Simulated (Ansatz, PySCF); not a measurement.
**How the smallest direct gap on the k points sampled of rock-salt MgS moves with the method**

No measured value is used here.

```tsv
level (code)	value (eV)	cell (Å³/atom)
LDA (Ansatz)	3.48	17.61
PBE (Ansatz)	3.72	17.61
PBE-D4 (Ansatz)	(withheld)	17.29
r²SCAN (Ansatz)	4.64	17.61
r²SCANh (Ansatz)	(withheld)	17.54
Hartree–Fock (Ansatz)	11.74	17.61
G0W0@Hartree–Fock (PySCF)	7.36 ± 0.06	17.61
```

Task: What belongs in the gaps?

Result: 
- PBE-D4 (Ansatz, an electronic-structure program), value (eV): 3.87
- r²SCANh (Ansatz), value (eV): 5.25

At these levels the smallest gap is indirect and lower: LDA 2.56, PBE 2.79, PBE-D4 2.83, r²SCAN 3.46, r²SCANh 4.07, Hartree–Fock 10.33, G0W0@Hartree–Fock 6.42 eV. Computed values are for a static lattice.  A ± on a computed value is a rough bar: the spread of its extrapolation, a floor set from checks against published values, or a statistical error. Values are at the measured cell; PBE-D4 at the level's own relaxed cell; r²SCANh at the level's own equilibrium cell. Cutoffs and k meshes differ between the levels. Ansatz's density-functional and Hartree–Fock values are scalar-relativistic unless marked +SOC, with PAW data made under PBE.
